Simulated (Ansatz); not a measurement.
Consider the formal loss of a carbene: `C=C(O)CS` → `[CH2]` (triplet) + `C=C(O)S`.

Isolated molecules relaxed with PBE0-D4/def2-TZVP in Ansatz; ΔE leaves out vibrations. CBS: MP2 limit from def2 TZ/QZ plus the TZ coupled-cluster correction, frozen cores. This one scheme is used for every species. DFT in def2-TZVPP. Triplets are unrestricted, without spin–orbit coupling. Each species was taken in one conformer, which may not be the lowest.

**Question.** Is it downhill or uphill in electronic energy at CCSD(T)/CBS, and by how much? (An estimate is asked.)

**Answer.** The calculation gave: Uphill: ΔE = +4.60 eV.

**Question.** What do these levels give: PBE0-D4, ωB97M-V, B2PLYP, MP2/def2-TZVPP, CCSD/def2-TZVPP, CCSD(T)/def2-TZVPP? (Estimate.)

**Answer.** Computed: PBE0-D4 4.55, ωB97M-V 4.62, B2PLYP 4.49, MP2/def2-TZVPP 4.62, CCSD/def2-TZVPP 4.39, CCSD(T)/def2-TZVPP 4.49 eV.

Largest T1 diagnostic among the species: 0.012.

The D4 term adds +0.11 eV with B3LYP and +0.06 eV with PBE0; it sums over pairs of atoms, weighted by their polarisabilities, and B3LYP, whose exchange is more repulsive, gets the larger term. From PBE to PBE0 (25 % exact exchange), in def2-TZVPP and without D4, ΔE moves by −0.04 eV.

B3LYP here is the variant with VWN-RPA as its local correlation; programs differ in this.
